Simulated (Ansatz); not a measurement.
The input, for Ansatz 0.2.0:

```yaml
crystal:
  periodic: [false, false, false]
  atoms:
    - {symbol: B, position_ang: [0.000000, 0.000000, 0.000000]}
    - {symbol: F, position_ang: [0.000000, 0.000000, 2.222000]}
basis:
  gaussian: {orbitals: 6-31G}
total_charge: 1
magnetization: {spin_polarized: false, initial_magnetization: 1}
correlation: {method: fci, electrons: outside_noble_gas}
```

```sh
$ ansatz run in.yaml --threads 1 --pin off --events-out ev --progress --plain --max-ram 2393MiB
```

The program prints:

```
333 factors; integrals over basis functions are off by at most 2.6e-8 eV
mean field evaluation 1: about -3344.1214 eV, gradient 7.7e1 eV
mean field evaluation 2: about -3344.1339 eV, gradient 7.7e1 eV
mean field evaluation 4: about -3355.2114 eV, gradient 2.5e1 eV
mean field evaluation 8: about -3362.7432 eV, gradient 5.2e0 eV
mean field evaluation 16: about -3362.9009 eV, gradient 7.8e-4 eV
mean field evaluation 32: about -3363.1719 eV, gradient 2.6e-2 eV
mean field evaluation 64: about -3362.9009 eV, gradient 1.3e-3 eV
mean field evaluation 96: about -3352.8791 eV, gradient 1.1e1 eV
mean field evaluation 128: about -3363.1714 eV, gradient 4.0e-1 eV
mean field -3363.17195093 eV, -123.5942895568 hartree, gradient 3.5e-6 eV, S^2 0.750000; 11 other end points of the search recorded, 0 dependent functions left out
mean field evaluation 160: about -3358.0890 eV, gradient 8.4e0 eV
mean field evaluation 192: about -3363.0729 eV, gradient 1.2e0 eV
mean field evaluation 224: about -3363.1970 eV, gradient 1.6e-2 eV
mean field evaluation 256: about -3359.4547 eV, gradient 1.3e0 eV
determinant -3363.17195093 eV, -123.5942895568 hartree, with singles and doubles -3367.18117057 eV, -123.7416256609 hartree
determinant -3362.90089821 eV, -123.5843285532 hartree, with singles and doubles -3366.92895735 eV, -123.7323569961 hartree
determinant -3363.17195093 eV, -123.5942895568 hartree, with singles and doubles -3367.18260469 eV, -123.7416783641 hartree
determinant -3362.90089821 eV, -123.5843285532 hartree, with singles and doubles -3366.93905014 eV, -123.7327278994 hartree
2 core orbitals not correlated: weight in the atoms' cores, before any rotation towards them, 1.000 or more for the frozen orbitals, at most 0.000 for the correlated occupied ones
reference -3363.17195093 eV, -123.5942895568 hartree; 5, 4 occupied and 11, 12 virtual orbitals, 333 factors
state -3367.21816646 eV, -123.7429852351 hartree
Total energy: -3367.21816646 eV, -123.7429852351 hartree
```

Natural occupations: 1.9917 1.9852 1.9817 1.8316 0.9951 0.0607 0.0602 0.0528 0.0136 0.0117 0.0081 0.0059 0.0015 0.0002 0.0001 0.0001.

Ran on 1 thread of Intel Xeon 6975P-C, shared host: 19 s wall, 0.31 GiB peak host memory.
